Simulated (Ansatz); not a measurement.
**Scan of BO, quartet**

Starting geometry (PBE0/def2-TZVP stationary point for this spin):

```xyz
2

B     0.0000    0.0000    0.0000
O     0.0000    0.0000    1.4032
```

From there O2 moves along the line of the two atoms named below, all else staying in place; atoms are numbered as listed. Energies are in eV, counted from the starting geometry at the same level.

Basis 6-31G; Ansatz 0.2.0. Only valence electrons are correlated (noble-gas cores frozen). R marks a restricted (for open shells ROHF) determinant.

Coupled cluster chose its determinant by a search with trial CCSD, here up to 0.25 eV above the lowest Hartree–Fock solution of its kind. The determinant at some points fills πx and πy unequally, so it is a mixture of Σ and Δ, which weighs on every level built on one determinant. The highest cluster run ends over 0.1 eV above full CI (CCSDT or CCSDTQ; CCSD(T) where those didn't converge) at 2.192, so misses of HF, MP2 and cluster levels there may hold a gap between states. The reference follows the lowest state, whose symmetry changes along the scan.

Full CI is exact within this basis and frozen core; it isn't the basis-set limit.

```csv
distance B1-O2 (Å),RCCSD(T)
1.119,3.406
1.248,0.945
1.403,0.000
1.573,0.091
1.674,0.375
1.955,1.265
2.192,1.649
2.615,1.744
3.068,1.694
3.853,1.710
4.739,1.728
```

Task: Estimate the full CI curve in 6-31G from this one, knowing how RCCSD(T) errs.

Result: The computed full CI values, in eV from the starting point, and the error of RCCSD(T) against them:
| distance B1-O2 (Å) | full CI | RCCSD(T) less full CI |
| --- | --- | --- |
| 1.119 | 3.432 | -0.026 |
| 1.248 | 0.957 | -0.012 |
| 1.403 | 0.000 | 0.000 |
| 1.573 | 0.088 | 0.003 |
| 1.674 | 0.376 | -0.001 |
| 1.955 | 1.319 | -0.054 |
| 2.192 | 1.803 | -0.154 |
| 2.615 | 1.962 | -0.218 |
| 3.068 | 1.928 | -0.234 |
| 3.853 | 1.946 | -0.236 |
| 4.739 | 1.964 | -0.236 |

Full CI's occupations show more than one leading determinant at 1.119, 1.248, 1.403, 1.573, 1.674, 1.955, 2.192, 2.615, 4.739.

The error spans 0.239 eV and is largest, -0.236 eV, at 3.853 Å.

These errors take the starting point as zero, where RCCSD(T) itself lies 0.246 eV above full CI in total energy. In total energy its miss is smallest, 0.009 eV, at 4.739 and largest, 0.249 eV, at 1.573 Å. So where the relative error is largest, the method lies nearer the reference than at the start.
